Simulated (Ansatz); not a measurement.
Relaxation of CH6OSi (9 atoms, charge 0, multiplicity 1), to a largest force component of 0.02 eV/Å in at most 40 steps.

All numbers below come from RKS PBE/6-31G* (Ansatz 0.2.0).

```xyz
9
Properties=species:S:1:pos:R:3
Si 0.000 0.000 0.000
O 0.000 0.000 1.680
C -1.111 -0.344 2.494
H -1.814 -0.978 1.914
H -0.758 -0.904 3.386
H -1.631 0.581 2.821
H 1.377 0.000 -0.486
H -0.688 1.191 -0.486
H -0.688 -1.191 -0.486
```

Task: Where does it end, and by what steps?

Result: It converged. After 8 steps the energy has fallen by 0.117 eV; H6 moved furthest, 0.38 Å.

```csv
step,energy less start (eV),largest force component (eV/Å),accepted
0,0.0000,1.277,yes
1,-0.0847,0.405,yes
2,-0.0965,0.075,yes
3,-0.1102,0.171,yes
4,-0.0890,0.892,no
5,-0.1154,0.084,yes
6,-0.1160,0.171,yes
7,-0.1128,0.186,no
8,-0.1173,0.008,yes
```

```xyz
9
Properties=species:S:1:pos:R:3
Si -0.014 -0.008 0.035
O 0.102 -0.293 1.681
C -1.090 -0.375 2.462
H -1.752 -1.195 2.119
H -0.797 -0.579 3.505
H -1.664 0.572 2.439
H 1.389 0.024 -0.478
H -0.697 1.302 -0.260
H -0.790 -1.093 -0.666
```

Run time: 7.9 s on 1 thread of AMD EPYC 9R45 96-Core Processor (Zen 5) (shared host), peak memory 0.14 GiB.
